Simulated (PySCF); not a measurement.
## Diatomic anions of Cl with the third period

PBE0 with double-zeta basis sets in PySCF, for the lowest determinant that a PBE0 search found; no spin–orbit coupling. De refers to high-spin ground-configuration atoms (the charge goes to the atom of lower measured ionisation energy or higher electron affinity, which is not always the lowest computed limit). A positive dipole points towards Cl; it is taken about the centre of mass and depends on that origin.

```tsv
M	basis	charged atom	state (unpaired electrons)	Re (Å)	ωe (cm⁻¹)	De (eV)	μ (D)
Na	def2-SVPD	Cl−	doublet (σ ↑)	2.524	264	1.27	3.36
Mg	aug-cc-pVDZ/aug-cc-pV(D+d)Z	Cl−	singlet (closed shell)	2.420	290	1.24	3.74
Al	aug-cc-pVDZ-DK	Cl−	doublet (π ↑)	2.335	325	1.73	3.32
Si	aug-cc-pV(D+d)Z	Cl−	triplet (π ↑↑)	2.256	364	2.12	2.68
Cl	aug-cc-pV(D+d)Z	Cl−	doublet (σ ↑)	2.650	223	1.56	n/a
```

(1) By what factor does the well depth vary along the series?

The rows differ in basis set, which adds steps of its own.

The state changes along the series, so neighbouring rows are not always alike in their bonding.

For an ion De counts to the pair picked by the measured ionisation energies or electron affinities, which need not be the lowest pair at this level. The highest Kohn–Sham level is positive in some of these anions. Much of that is self-interaction error, but it also means that the finite basis helps to hold the extra electron. States were picked by a PBE0 search and need not be the measured ground states.

Results:

(1) At PBE0 it runs from 1.24 eV (MgCl⁻) to 2.12 eV (SiCl⁻), a factor of 1.71.
